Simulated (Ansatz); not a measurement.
# HSiN, triplet in 6-31G: errors against full CI

Geometry: a point of a stretch scan, not a stationary point.

```yaml
atoms:
  - { symbol: Si, position_ang: [0.0000, -0.1204, 0.7122] }
  - { symbol: N, position_ang: [0.0000, 0.1532, -1.5302] }
  - { symbol: H, position_ang: [0.0000, 1.2256, 1.4182] }
```

Basis 6-31G; Ansatz 0.2.0. Correlated methods freeze the noble-gas cores, which leaves 10 electrons in 18 orbitals. Prefix R: restricted or restricted open-shell reference. Active spaces: valence = (10e, 9o) chosen from the atoms' valence shells.

Full CI is exact within this basis and frozen core; it isn't the basis-set limit.

Coupled cluster chose its determinant by trial CCSD, here up to 0.10 eV above the lowest Hartree–Fock solution of its kind. For open shells CISD is restricted-active-space CI with the open shells as a complete middle space.

* UHF ⟨S²⟩: 2.873
* ⟨S²⟩ of the determinant under UCCSD: 2.427
* T1 diagnostic (RCCSD): 0.0407
* largest doubles amplitude (RCCSD): 0.109
* T1 diagnostic (UCCSD): 0.0637

Task: From what is known of these methods and the diagnostics, rank them by the size of their error in total energy against full CI in 6-31G, smallest first (an estimate: the text doesn't fix the numbers).
A. MRCISD+Q (valence space)
B. RCCSD(T)
C. CISD
D. CASSCF (valence space)
E. NEVPT2 (valence space)

Result: A (1.07 mEh), B (1.52 mEh), C (14.21 mEh), E (16.38 mEh), D (63.58 mEh).

All errors are against full CI in 6-31G. Within each family the higher level lies nearer, as is usual though not guaranteed.

The full-CI state has the irrep A'' of Cs, in the program's axes.

Natural occupations of full CI about the gap: 1.983 1.968 1.933 1.862 0.997 0.986 0.129 0.056 0.036 0.012; effectively unpaired electrons, Σ n²(2−n)², 2.16.
